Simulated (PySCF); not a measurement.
AlH2(CN), CH2AlN.
SMILES: `N#[C][AlH2]`

The closed-shell ground state was solved at several levels (PySCF, density fitting, gas phase, non-relativistic). Isolated species at its PBE0-D3(BJ)/def2-SVP geometry, gas phase.

| level | basis functions | total energy (Eh) | HOMO (eV) | LUMO (eV) | gap (eV) | dipole (D) |
| --- | --- | --- | --- | --- | --- | --- |
| B3LYP/pcSseg-1 (pcSseg-2 on Al) | 87 | -336.4978 | -9.02 | -2.80 | 6.22 | 3.41 |
| PBE0/pcSseg-1 (pcSseg-2 on Al) | 87 | -336.2351 | -9.23 | -2.57 | 6.66 | 3.44 |
| PBE/pcSseg-1 (pcSseg-2 on Al) | 87 | -336.2148 | -7.93 | -3.35 | 4.58 | 3.27 |

(1) Estimate the row for CAM-B3LYP/def2-SVPD, a basis of 80 functions; the other rows only guide the guess.

(2) Over all these levels, which gives the widest orbital gap and which the narrowest?

(3) In the pcSseg-1 (pcSseg-2 on Al) basis, how does the gap go with the fixed share of exact exchange?

(4) How far do the dipole and the HOMO energy spread over the levels?

Results:

(1) Total energy -336.2791 Eh, HOMO -10.65 eV, LUMO -1.64 eV, gap 9.01 eV, dipole 3.51 D.

(2) CAM-B3LYP/def2-SVPD (range-separated hybrid) has the widest, 9.01 eV, and PBE/pcSseg-1 (pcSseg-2 on Al) (GGA) the narrowest, 4.58 eV. Functional and basis both differ between the two, so the spread mixes both effects.

(3) PBE (0 %) 4.58 eV; B3LYP (20 %) 6.22 eV; PBE0 (25 %) 6.66 eV. Each rise in the share widens the gap here.

(4) The dipole runs from 3.27 to 3.51 D (mean 3.41 D) and the HOMO from -10.65 to -7.93 eV.
